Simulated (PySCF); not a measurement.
Homolysis of single bonds, series C CH3-H. Gas-phase values, no solvent. Strings in code marks are SMILES.

Method: B3LYP-D3(BJ)/def2-TZVP (PySCF). B3LYP has the VWN-RPA correlation part, as in Gaussian. 

| species | dipole moment (D) |
|---|---|
| radical fragment (`C[C](C)C`) | … |
| radical fragment (`[CH3]`) | 0.00 |
| whole molecule (`CCC`) | 0.09 |
| whole molecule (`C`) | 0.00 |

**Question.** Fill in the missing entries.

**Answer.** 
- radical fragment (`C[C](C)C`), dipole moment (D): 0.21
